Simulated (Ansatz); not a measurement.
## Diamond

These are r²SCAN in Ansatz (PAW) values and carry that method's errors.

Settings: plane-wave cutoff 500 eV, 8×10×1 k mesh (along the axes of the cell as run), gaussian smearing 0.02 eV, scalar-relativistic PAW data made under PBE.

Cell: relaxed at this level.

```
Quantity                             Result
--------------------------------  ---------
surface energy of the (110) face  5.63 J/m²
```

The slab of 24 atoms is relaxed and unreconstructed.

Static lattice: no zero-point or thermal effects.

Computing time: very roughly 11 core-minutes.

Ansatz is an electronic-structure program.
